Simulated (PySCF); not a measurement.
Mg(OH)2: from structure and modes to constants

Computed with PBE0 in PySCF with Mg def2-TZVP, O def2-TZVP, H def2-TZVP; no relativity; density-fitted integrals.

The singlet minimum has C2h symmetry. Masses (u): Mg 23.98504, O 15.99492, H 1.00782.

```xyz
5
charge 0 multiplicity 1, angstrom
Mg    0.0000    0.0000    0.0000
O    -0.1491    0.0000    1.7605
O     0.1491    0.0000   -1.7605
H    -0.6135    0.0000    2.5865
H     0.6135    0.0000   -2.5865
```

Harmonic wavenumbers (cm⁻¹): 36.1 (au, ×1), 165.0 (bu, ×1), 167.0 (au, ×1), 169.2 (bu, ×1), 179.0 (ag, ×1), 616.9 (ag, ×1), 918.4 (bu, ×1), 4071.4 (bu, ×1), 4071.7 (ag, ×1).

What is the harmonic zero-point energy?

Half the sum of all 9 wavenumbers, 10395/2 = 5197 cm⁻¹, which is 62.2 kJ/mol (1 cm⁻¹ = 0.0119627 kJ/mol).

Find the vibrational entropy and heat capacity at 298.15 K.

With u = 1.43878 ω/T, each mode gives S = R[u/(eᵘ−1) − ln(1−e⁻ᵘ)] and C = R u² eᵘ/(eᵘ−1)².
```csv
ω (cm⁻¹),u,S (J/(mol K)),C (J/(mol K))
36.1,0.174,22.86,8.29
165.0,0.796,10.42,7.89
167.0,0.806,10.33,7.88
169.2,0.817,10.23,7.87
179.0,0.864,9.79,7.82
616.9,2.977,1.76,4.17
918.4,4.432,0.54,1.99
4071.4,19.647,0.00,0.00
4071.7,19.649,0.00,0.00
```
The sums over all modes are S = 65.9 and C = 45.9 J/(mol K); the softest mode gives 35 % of the entropy.

Give the standard entropy (298.15 K, 1 bar) by its translational, rotational, vibrational and spin parts, and Cp.

Sackur–Tetrode with M = 57.99 u gives 159.5; rotation with symmetry number 2 gives 76.7; vibration 65.9; spin R ln 1 = 0.0. The total is 302.2 J/(mol K), and Cp = 4 R + 45.9 = 79.2 J/(mol K).

Only a few start shapes were tried, so a lower isomer may exist.
